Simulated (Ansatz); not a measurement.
Input file:

```yaml
crystal:
  periodic: [false, false, false]
  atoms:
    - {symbol: Sc, position_ang: [0.000000, 0.000000, 0.000000]}
    - {symbol: B, position_ang: [0.000000, 0.000000, 3.493000]}
basis:
  gaussian: {orbitals: def2-SVP}
magnetization: {spin_polarized: false, initial_magnetization: 2}
correlation: {method: fci, electrons: outside_noble_gas}
```

```sh
$ ansatz run in.yaml --threads 1 --pin off --events-out ev --progress --plain --max-ram 2393MiB
```

Task: Roughly how long does this take on 1 thread of Arm Neoverse N1, shared host, and how much host memory?

Result: 14 min wall and 1.6 GiB.

```
832 factors; integrals over basis functions are off by at most 2.4e-7 eV
mean field evaluation 1: about -21332.6416 eV, gradient 1.3e1 eV
mean field evaluation 2: about -21332.6551 eV, gradient 1.3e1 eV
mean field evaluation 4: about -21334.0095 eV, gradient 8.5e0 eV
mean field evaluation 8: about -21336.7882 eV, gradient 4.9e0 eV
mean field evaluation 16: about -21337.1067 eV, gradient 2.0e-1 eV
mean field evaluation 32: about -21337.0981 eV, gradient 2.0e-3 eV
mean field evaluation 64: about -21337.0213 eV, gradient 1.7e-2 eV
mean field evaluation 96: about -21337.0215 eV, gradient 1.5e-1 eV
mean field evaluation 128: about -21337.0936 eV, gradient 2.3e-1 eV
mean field evaluation 160: about -21337.0994 eV, gradient 6.7e-3 eV
mean field evaluation 192: about -21337.1070 eV, gradient 2.0e-2 eV
mean field evaluation 224: about -21337.0960 eV, gradient 4.6e-2 eV
mean field evaluation 256: about -21337.0213 eV, gradient 1.2e-6 eV
mean field evaluation 288: about -21337.0602 eV, gradient 8.9e-1 eV
mean field evaluation 320: about -21337.0655 eV, gradient 4.8e-2 eV
mean field evaluation 352: about -21337.0931 eV, gradient 1.4e-6 eV
mean field evaluation 384: about -21337.0951 eV, gradient 4.3e-1 eV
mean field evaluation 416: about -21337.0863 eV, gradient 1.3e-1 eV
mean field evaluation 448: about -21337.0996 eV, gradient 3.2e-2 eV
mean field evaluation 480: about -21337.0127 eV, gradient 1.4e0 eV
mean field -21337.10707817 eV, -784.1242223120 hartree, gradient 5.8e-6 eV, S^2 2.000000; 22 other end points of the search recorded, 0 dependent functions left out
mean field evaluation 512: about -21337.3179 eV, gradient 1.2e-1 eV
determinant -21337.10707817 eV, -784.1242223120 hartree, with singles and doubles -21339.80470761 eV, -784.2233583657 hartree
determinant -21337.09812941 eV, -784.1238934512 hartree, with singles and doubles -21339.80306163 eV, -784.2232978768 hartree
determinant -21337.02133983 eV, -784.1210714864 hartree, with singles and doubles -21339.74561055 eV, -784.2211865885 hartree
determinant -21337.10707817 eV, -784.1242223120 hartree, with singles and doubles -21339.80541811 eV, -784.2233844761 hartree
determinant -21337.09812941 eV, -784.1238934512 hartree, with singles and doubles -21339.80185070 eV, -784.2232533760 hartree
determinant -21337.02133983 eV, -784.1210714864 hartree, with singles and doubles -21339.74459726 eV, -784.2211493508 hartree
unrestricted determinant -21337.33283286 eV, -784.1325186441 hartree, S^2 2.5533
10 core orbitals not correlated: weight in the atoms' cores, before any rotation towards them, 1.000 or more for the frozen orbitals, at most 0.000 for the correlated occupied ones
reference -21337.10707817 eV, -784.1242223120 hartree; 4, 2 occupied and 31, 33 virtual orbitals, 832 factors
state -21339.94545025 eV, -784.2285305623 hartree
Total energy: -21339.94545025 eV, -784.2285305623 hartree
```

Natural occupations: 1.8857 1.8175 0.8789 0.8728 0.1881 0.1140 0.0585 0.0434 0.0424 0.0386 0.0094 0.0082 0.0070 0.0067 0.0051 0.0038 0.0037 0.0037 0.0030 0.0022 0.0011 0.0010 0.0009 0.0008.
